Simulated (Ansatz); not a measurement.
**SiNH₄+: single points off equilibrium**

A test off equilibrium: a structure displaced at random from a GFN2-xTB minimum is computed at several levels, and each is set against CCSD(T).

Computed with Ansatz 0.2.0, Gaussian basis. Level: single points in def2-TZVPP.

Correlated methods freeze the cores.

## (1) The starting structure

SMILES `[NH2+]=[SiH2]`, 6 atoms, charge 1, spin multiplicity 1.

Atoms are counted from 1 here; the program's logs count them from 0.

Bond lengths: N1–Si2 1.628 Å, N1–H3 1.043 Å, N1–H4 1.006 Å, Si2–H5 1.390 Å, Si2–H6 1.441 Å. Angles: Si2–N1–H3 127.5°, Si2–N1–H4 126.2°, H3–N1–H4 106.3°, N1–Si2–H5 115.2°, N1–Si2–H6 116.8°, H5–Si2–H6 127.8°.

Geometry (Å):

```xyz
6
H4NSi
N    -0.0120   -0.7996    0.1938
Si   -0.0093    0.7781   -0.2092
H     0.3095   -1.6033   -0.3874
H    -0.2858   -1.1849    1.0813
H     0.5379    1.0708   -1.4533
H    -0.4947    1.7039    0.7829
```

## (2) CCSD(T)/def2-TZVPP

Input file run/in.yaml:

```yaml
crystal:
  periodic: [false, false, false]
  atoms:
    - {symbol: N, position_ang: [-0.012000, -0.799600, 0.193800]}
    - {symbol: Si, position_ang: [-0.009300, 0.778100, -0.209200]}
    - {symbol: H, position_ang: [0.309500, -1.603300, -0.387400]}
    - {symbol: H, position_ang: [-0.285800, -1.184900, 1.081300]}
    - {symbol: H, position_ang: [0.537900, 1.070800, -1.453300]}
    - {symbol: H, position_ang: [-0.494700, 1.703900, 0.782900]}
basis:
  gaussian: {orbitals: def2-TZVPP}
total_charge: 1
correlation: {method: ccsd_t}
output: {forces: true}
```

The command line of these runs was not kept.

## (3) PBE0-D4/def2-TZVPP

Changes to run/in.yaml since step 2:

```diff
@@ -12,3 +12,3 @@
 total_charge: 1
-correlation: {method: ccsd_t}
-output: {forces: true}
+hamiltonian: {xc: pbe0, dispersion: d4}
+output: {forces: true, orbitals: {seedname: orbitals}}
```

## (4) wB97M-V/def2-TZVPP

Changes to run/in.yaml since step 3:

```diff
@@ -12,3 +12,3 @@
 total_charge: 1
-hamiltonian: {xc: pbe0, dispersion: d4}
-output: {forces: true, orbitals: {seedname: orbitals}}
+hamiltonian: {xc: {name: wB97M-V}}
+output: {forces: true}
```

## (5) r2SCAN-D4/def2-TZVPP

Changes to run/in.yaml since step 4:

```diff
@@ -12,3 +12,3 @@
 total_charge: 1
-hamiltonian: {xc: {name: wB97M-V}}
+hamiltonian: {xc: r2scan, dispersion: d4}
 output: {forces: true}
```

## (6) PBE-D4/def2-TZVPP

Changes to run/in.yaml since step 5:

```diff
@@ -12,3 +12,3 @@
 total_charge: 1
-hamiltonian: {xc: r2scan, dispersion: d4}
+hamiltonian: {xc: pbe, dispersion: d4}
 output: {forces: true}
```

## (7) SPW92/def2-TZVPP

Changes to run/in.yaml since step 6:

```diff
@@ -12,3 +12,3 @@
 total_charge: 1
-hamiltonian: {xc: pbe, dispersion: d4}
+hamiltonian: {xc: lda}
 output: {forces: true}
```

## (8) BHLYP-D4/def2-TZVPP

Changes to run/in.yaml since step 7:

```diff
@@ -12,3 +12,3 @@
 total_charge: 1
-hamiltonian: {xc: lda}
+hamiltonian: {xc: {name: BHLYP}, dispersion: d4}
 output: {forces: true}
```

(Steps that only read results are left out.)

Q: Predict the outcome of this session. Wanted: energy less free atoms, CCSD(T)/def2-TZVPP; RMS force component; RMS force error; HOMO and LUMO, PBE0-D4; T1 diagnostic.

The runs gave:

| quantity | value |
| --- | --- |
| energy less free atoms, CCSD(T)/def2-TZVPP | -1069.5 kJ/mol |
| RMS force component | 0.709 to 0.767 eV/Å over the methods |
| RMS force error | PBE0-D4 0.122, wB97M-V 0.090, r2SCAN-D4 0.088, PBE-D4 0.165, SPW92 0.325, BHLYP-D4 0.211 eV/Å |
| HOMO and LUMO, PBE0-D4 | -15.39 and -8.15 eV |
| T1 diagnostic | 0.015 |

**Reading.** Against CCSD(T) the functionals' energies less atoms differ by -277.0 to -22.9 kJ/mol, PBE-D4 by -56.8 kJ/mol. A larger basis would deepen the CCSD(T) value, while the functionals are nearly converged already, so the order here is not reliable. For forces r2SCAN-D4 does best and SPW92 worst. Frozen-core CCSD(T) forces in triple zeta carry basis errors of their own, and this is one geometry, so small gaps rank nothing.
